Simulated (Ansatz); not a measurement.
H$_{2}$S$_{2}$ (`SS`), relaxed with RKS PBE0-D4/def2-TZVP in the Gaussian-basis code of Ansatz from a PBE-D4/def2-SVP geometry. The force threshold is 0.005 eV/Å; the program also tests the step.

The species carries charge 0 and has multiplicity 1.

Start:

```xyz
4

S    -0.548    0.894   -0.467
S     0.805   -0.054    0.815
H    -0.242    0.212   -1.615
H    -0.016   -1.053    1.267
```

```json
{"step": "1", "energy (eV)": "-21696.5175", "largest force (eV/Å)": "0.720", "largest move (Å)": "0.000"}
{"step": "2", "energy (eV)": "-21696.5441", "largest force (eV/Å)": "0.272", "largest move (Å)": "0.049"}
{"step": "3", "energy (eV)": "-21696.5482", "largest force (eV/Å)": "0.098", "largest move (Å)": "0.033"}
{"step": "4", "energy (eV)": "-21696.5486", "largest force (eV/Å)": "0.025", "largest move (Å)": "0.024"}
{"step": "5", "energy (eV)": "-21696.5491", "largest force (eV/Å)": "0.007", "largest move (Å)": "0.011"}
{"step": "6", "energy (eV)": "-21696.5491", "largest force (eV/Å)": "0.004", "largest move (Å)": "0.001"}
```

End:

```xyz
4

S    -0.531    0.880   -0.457
S     0.787   -0.047    0.803
H    -0.241    0.205   -1.586
H    -0.014   -1.038    1.240
```

Run time 4.1 s (2 threads of an AMD EPYC 7R13 on a shared host); peak host memory 0.22 GiB.
